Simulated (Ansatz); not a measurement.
**Structure relaxation of CsRu2**

Method: DFT PBE, scalar-relativistic, plane waves, PAW in Ansatz. Cutoff 420 eV, Γ-centred k mesh, Gaussian smearing, no spin polarisation in the final step.

The start puts CsRu2 on the cubic Laves (C15) structure type (Fd-3m, No. 227), with Cs in place of Mg, Ru in place of Cu, at a guessed volume.

```
CELL_PARAMETERS angstrom
0.00000 4.16047 4.16047
4.16047 0.00000 4.16047
4.16047 4.16047 0.00000
ATOMIC_POSITIONS crystal
Cs 0.00000 0.00000 0.00000
Cs 0.25000 0.25000 0.25000
Ru 0.62500 0.62500 0.62500
Ru 0.12500 0.62500 0.62500
Ru 0.62500 0.62500 0.12500
Ru 0.62500 0.12500 0.62500
```

Cell and atoms relax at zero pressure; the relaxation can't lower the symmetry of the start. After a coarse first stage the cell is made exact in the group found at 0.06 Å.

Formation energies are uncorrected and refer to the elements' standard structures at the same level.

Q: Describe the relaxed structure.

A: It keeps Fd-3m (No. 227). The result has the cubic Laves (C15) structure. Conventional cell: a = 7.974 Å. Cs is coordinated by 12 Ru at 3.31 Å and 4 Cs at 3.45 Å; around Ru lie 6 Ru at 2.82 Å and 6 Cs at 3.31 Å.

```cif
data_structure
_symmetry_space_group_name_H-M 'Fd-3m:1'
_symmetry_Int_Tables_number 227
_cell_length_a 7.9739
_cell_length_b 7.9739
_cell_length_c 7.9739
_cell_angle_alpha 90.000
_cell_angle_beta 90.000
_cell_angle_gamma 90.000
_cell_volume 507.00
loop_
_atom_site_label
_atom_site_type_symbol
_atom_site_symmetry_multiplicity
_atom_site_Wyckoff_symbol
_atom_site_fract_x
_atom_site_fract_y
_atom_site_fract_z
_atom_site_occupancy
Cs1 Cs 8 b 0.00000 0.00000 0.50000 1
Ru1 Ru 16 c 0.12500 0.12500 0.12500 1
```

Q: What are its volume, energy, density and gap?

A: The volume per atom is 21.13 Å³. The density is 8.78 g/cm³ and the energy over the elements is 1.63 eV/atom. The gap on the 8×8×8 mesh is 0 eV (a metal).

The final run used a 8×8×8 mesh on its 6-atom cell and 0.10 eV smearing. For metals, differences of a few meV/atom aren't resolved. Symmetry constrained the relaxation, so the result can be a saddle point.

Cost: 3 runs of about 1.2 core-minutes in all, on Arm Neoverse V1 (shared hosts).